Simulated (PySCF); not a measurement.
Start geometry of `CC(=O)[C@H]1CS1` from GFN2-xTB (Å):
```
atom  x, y, z in Å
C1     1.5750   -0.3095    0.0495
C2     0.5114    0.1042   -0.9244
O3     0.6558    0.0868   -2.1212
C4    -0.7867    0.5844   -0.3466
C5    -1.5449   -0.2445    0.6341
S6    -0.8208    1.2336    1.3395
H7     2.0182    0.5926    0.4705
H8     2.3480   -0.8738   -0.4649
H9     1.1660   -0.8896    0.8719
H10   -1.3786    1.1482   -1.0625
H11   -1.1177   -1.1822    0.9643
H12   -2.6245   -0.2510    0.5638
```

Q: What comes out of this run: PBE0-D3(BJ)/def2-SVP geometry optimisation, gas phase in PySCF 2.14.0?

A: 
```
atom  x, y, z in Å
C1     1.5478   -0.4631   -0.0222
C2     0.4943    0.0561   -0.9645
O3     0.6828    0.1541   -2.1532
C4    -0.8338    0.4947   -0.4056
C5    -1.5685   -0.3564    0.5687
S6    -0.9131    1.1580    1.2833
H7     2.0703    0.3957    0.4273
H8     2.2714   -1.0586   -0.5925
H9     1.1328   -1.0460    0.8118
H10   -1.4293    1.0285   -1.1539
H11   -1.1019   -1.2903    0.9010
H12   -2.6567   -0.4093    0.4618
```

The energy falls by 0.87 kcal/mol over 5 energy and gradient evaluations, the largest force component goes from 0.0088 to 2.5e-04 Eh/bohr, and the atoms move by 0.074 Å rms after alignment. Among the bonds, C1–H9, C5–H11 and C5–H12 change most and about equally (+0.013 to +0.014 Å). Bonds longer at the end by more than 0.005 Å: 10 of 12; shorter: 0. Among the angles that change most is C1–C2–C4, from 116.9° to 119.0°. Rotational constants go from 5731, 2040, 1807 to 5651, 1994, 1801 MHz. The orientation of the end geometry is arbitrary; only internal coordinates are fixed.

The run used 118 basis functions and 36 SCF cycles in all.

Stationary, but not proved a minimum. The numbers are those of one conformer.
